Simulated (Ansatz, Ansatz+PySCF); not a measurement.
```xyz
3

O     0.0000    0.0000   -1.8167
C     0.0000    0.0000   -0.5677
S     0.0000    0.0000    1.1212
```

RHF on singlet COS was run in several spherical basis sets with Ansatz (development build ahead of 0.2.0).

Q: Rank the basis sets by the total energy that they give, lowest first, with the distance from the lowest.
A. 6-31G(d)
B. cc-pVDZ
C. def2-TZVP
D. def2-SVP
E. cc-pVTZ

A: E (0.00 eV), C (0.02 eV), B (1.24 eV), A (2.16 eV), D (7.57 eV).

Totals follow the description of the cores as much as that of the bonds, so this order isn't one of quality for chemistry.
